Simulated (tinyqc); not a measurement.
Worked calculation: UKS/exchange-only LDA in the sto-3g basis, for BH2, spin multiplicity 2. One step of it, computed by the program tinyqc.

Question. Iteration 13 (converged): orbitals. Diagonalise F' = X^T F X, C = X C', fill 4 alpha and 3 beta electrons from the bottom; D(s) = C_occ C_occ^T. Each column has its largest component positive (the first on a tie).

converged F(alpha) (hartree), order 1B 1s, 1B 2s, 1B 2px, 1B 2py, 1B 2pz, 2H 1s, 3H 1s:
```
[[-6.097868, -1.876247, 0.000000, 0.000000, -0.000267, -0.224558, -0.224558],
 [-1.876247, -0.775728, 0.000000, 0.000000, -0.001704, -0.223586, -0.223586],
 [0.000000, 0.000000, 0.032371, 0.000000, 0.000000, 0.000000, 0.000000],
 [0.000000, 0.000000, 0.000000, 0.001835, 0.000000, -0.146368, 0.146368],
 [-0.000267, -0.001704, 0.000000, 0.000000, 0.020974, -0.050035, -0.050035],
 [-0.224558, -0.223586, 0.000000, -0.146368, -0.050035, -0.087909, -0.025810],
 [-0.224558, -0.223586, 0.000000, 0.146368, -0.050035, -0.025810, -0.087909]]
```

converged F(beta) (hartree), order 1B 1s, 1B 2s, 1B 2px, 1B 2py, 1B 2pz, 2H 1s, 3H 1s:
```
[[-6.076972, -1.861140, 0.000000, 0.000000, -0.008432, -0.223044, -0.223044],
 [-1.861140, -0.697838, 0.000000, 0.000000, -0.059236, -0.213841, -0.213841],
 [0.000000, 0.000000, 0.093755, 0.000000, 0.000000, 0.000000, 0.000000],
 [0.000000, 0.000000, 0.000000, 0.052798, 0.000000, -0.140700, 0.140700],
 [-0.008432, -0.059236, 0.000000, 0.000000, 0.141779, -0.053047, -0.053047],
 [-0.223044, -0.213841, 0.000000, -0.140700, -0.053047, -0.084233, -0.025004],
 [-0.223044, -0.213841, 0.000000, 0.140700, -0.053047, -0.025004, -0.084233]]
```

X, order 1B 1s, 1B 2s, 1B 2px, 1B 2py, 1B 2pz, 2H 1s, 3H 1s:
```
[[-0.446085, 0.000000, 0.717054, 0.000000, -0.539517, 0.000000, 0.287759],
 [1.005213, 0.000000, -0.199737, 0.000000, -0.182465, 0.000000, 0.529998],
 [0.000000, 0.000000, 0.000000, 1.000000, 0.000000, 0.000000, 0.000000],
 [0.000000, 0.988911, 0.000000, 0.000000, 0.000000, 0.588469, 0.000000],
 [0.281643, 0.000000, 0.638972, 0.000000, 0.725381, 0.000000, 0.143771],
 [-0.627692, -0.715881, -0.271378, 0.000000, 0.208345, 0.406452, 0.354384],
 [-0.627692, 0.715881, -0.271378, 0.000000, 0.208345, -0.406452, 0.354384]]
```

Give: F' = X^T F X; orbital energies; coefficients C; F' = X^T F X; orbital energies; coefficients C; D(alpha) after iteration 13; D(beta) after iteration 13.

Answer.

F' = X^T F X (alpha) (hartree):
```
[[-0.0553, 0.0000, 0.8122, 0.0000, -0.6430, 0.0000, 0.4619],
 [0.0000, 0.3526, 0.0000, 0.0000, 0.0000, 0.0429, 0.0000],
 [0.8122, 0.0000, -2.4758, 0.0000, 2.2670, 0.0000, -1.7600],
 [0.0000, 0.0000, 0.0000, 0.0324, 0.0000, 0.0000, 0.0000],
 [-0.6430, 0.0000, 2.2670, 0.0000, -2.0637, 0.0000, 1.6512],
 [0.0000, 0.0429, 0.0000, 0.0000, 0.0000, -0.1599, 0.0000],
 [0.4619, 0.0000, -1.7600, 0.0000, 1.6512, 0.0000, -1.5933]]
```

orbital energies (alpha) (hartree): [-6.1086, -0.2724, -0.1635, -0.0086, 0.0324, 0.2016, 0.3562]

coefficients C (alpha), order 1B 1s, 1B 2s, 1B 2px, 1B 2py, 1B 2pz, 2H 1s, 3H 1s:
```
[[0.9866, -0.2565, 0.0000, 0.1123, 0.0000, -0.1875, 0.0000],
 [0.0483, 0.7580, 0.0000, -0.4284, 0.0000, 0.7773, 0.0000],
 [0.0000, 0.0000, 0.0000, 0.0000, 1.0000, 0.0000, 0.0000],
 [0.0000, 0.0000, 0.5046, 0.0000, 0.0000, 0.0000, 1.0342],
 [0.0019, 0.0412, 0.0000, 0.8505, 0.0000, 0.5562, 0.0000],
 [-0.0086, 0.2963, 0.4643, 0.2641, 0.0000, -0.6921, -0.6798],
 [-0.0086, 0.2963, -0.4643, 0.2641, 0.0000, -0.6921, 0.6798]]
```

F' = X^T F X (beta) (hartree):
```
[[-0.0241, 0.0000, 0.7914, 0.0000, -0.6614, 0.0000, 0.4868],
 [0.0000, 0.3894, 0.0000, 0.0000, 0.0000, 0.0706, 0.0000],
 [0.7914, 0.0000, -2.4061, 0.0000, 2.3320, 0.0000, -1.7737],
 [0.0000, 0.0000, 0.0000, 0.0938, 0.0000, 0.0000, 0.0000],
 [-0.6614, 0.0000, 2.3320, 0.0000, -1.9704, 0.0000, 1.6257],
 [0.0000, 0.0706, 0.0000, 0.0000, 0.0000, -0.1359, 0.0000],
 [0.4868, 0.0000, -1.7737, 0.0000, 1.6257, 0.0000, -1.5636]]
```

orbital energies (beta) (hartree): [-6.0868, -0.2345, -0.1452, 0.0938, 0.1300, 0.2271, 0.3987]

coefficients C (beta), order 1B 1s, 1B 2s, 1B 2px, 1B 2py, 1B 2pz, 2H 1s, 3H 1s:
```
[[0.9873, -0.2302, 0.0000, 0.0000, 0.1809, -0.1629, 0.0000],
 [0.0460, 0.6624, 0.0000, 0.0000, -0.6780, 0.6812, 0.0000],
 [0.0000, 0.0000, 0.0000, 1.0000, 0.0000, 0.0000, 0.0000],
 [0.0000, 0.0000, 0.4539, 0.0000, 0.0000, 0.0000, 1.0575],
 [0.0035, 0.1475, 0.0000, 0.0000, 0.7122, 0.7110, 0.0000],
 [-0.0083, 0.3534, 0.4967, 0.0000, 0.3447, -0.6268, -0.6565],
 [-0.0083, 0.3534, -0.4967, 0.0000, 0.3447, -0.6268, 0.6565]]
```

D(alpha) after iteration 13, order 1B 1s, 1B 2s, 1B 2px, 1B 2py, 1B 2pz, 2H 1s, 3H 1s:
```
[[1.0519, -0.1949, 0.0000, 0.0000, 0.0868, -0.0548, -0.0548],
 [-0.1949, 0.7603, 0.0000, 0.0000, -0.3330, 0.1110, 0.1110],
 [0.0000, 0.0000, 0.0000, 0.0000, 0.0000, 0.0000, 0.0000],
 [0.0000, 0.0000, 0.0000, 0.2546, 0.0000, 0.2343, -0.2343],
 [0.0868, -0.3330, 0.0000, 0.0000, 0.7251, 0.2368, 0.2368],
 [-0.0548, 0.1110, 0.0000, 0.2343, 0.2368, 0.3732, -0.0580],
 [-0.0548, 0.1110, 0.0000, -0.2343, 0.2368, -0.0580, 0.3732]]
```

D(beta) after iteration 13, order 1B 1s, 1B 2s, 1B 2px, 1B 2py, 1B 2pz, 2H 1s, 3H 1s:
```
[[1.0278, -0.1071, 0.0000, 0.0000, -0.0305, -0.0895, -0.0895],
 [-0.1071, 0.4409, 0.0000, 0.0000, 0.0979, 0.2337, 0.2337],
 [0.0000, 0.0000, 0.0000, 0.0000, 0.0000, 0.0000, 0.0000],
 [0.0000, 0.0000, 0.0000, 0.2060, 0.0000, 0.2254, -0.2254],
 [-0.0305, 0.0979, 0.0000, 0.0000, 0.0218, 0.0521, 0.0521],
 [-0.0895, 0.2337, 0.0000, 0.2254, 0.0521, 0.3717, -0.1218],
 [-0.0895, 0.2337, 0.0000, -0.2254, 0.0521, -0.1218, 0.3717]]
```
